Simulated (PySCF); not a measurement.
**Shieldings and the share of exact exchange**

Molecule: SMILES C(C)(C)CCl, C₄H₉Cl.

Geometry (Å), atoms numbered from 1 in this order:
```xyz
14

C     0.889   -1.137   -0.434
C    -0.393   -0.498    0.080
C    -0.365    1.021   -0.067
C    -1.628   -1.043   -0.623
Cl   -1.865   -2.796   -0.347
H     1.763   -0.772    0.126
H     1.048   -0.896   -1.499
H     0.851   -2.231   -0.337
H    -0.500   -0.742    1.152
H     0.502    1.448    0.459
H    -0.286    1.315   -1.127
H    -1.272    1.489    0.346
H    -1.560   -0.898   -1.712
H    -2.539   -0.546   -0.264
```

GIAO shieldings (ppm, equivalent atoms averaged) in PySCF on the PBE0-D3(BJ)/def2-SVP geometry, basis pcSseg-1, gas phase, non-relativistic:

```tsv
functional	exact exchange (%)	σ(C4)	σ(Cl5)
BLYP	0	114.6	817.5
BP86	0	120.4	833.1
PBE	0	120.8	832.4
B3LYP	20	120.4	845.5
PBE0	25	127.4	865.2
mPW1PW91	25	126.5	863.7
HF	100	139.3	934.1
```

(1) Fit each shielding as a line in the percentage of exact exchange.

(2) What does the line predict for BHandHLYP (50 %), and what does the run give?

Answers

(1) σ(C4) = 119.1 + 0.21 x (rms 2.6 ppm); σ(Cl5) = 830.0 + 1.07 x (rms 6.9 ppm). The functionals also differ in their semilocal parts, which the line can't hold; Hartree–Fock has no correlation at all.

(2) σ(C4): 129.6 predicted, 127.7 computed; σ(Cl5): 883.5 predicted, 881.2 computed ppm.
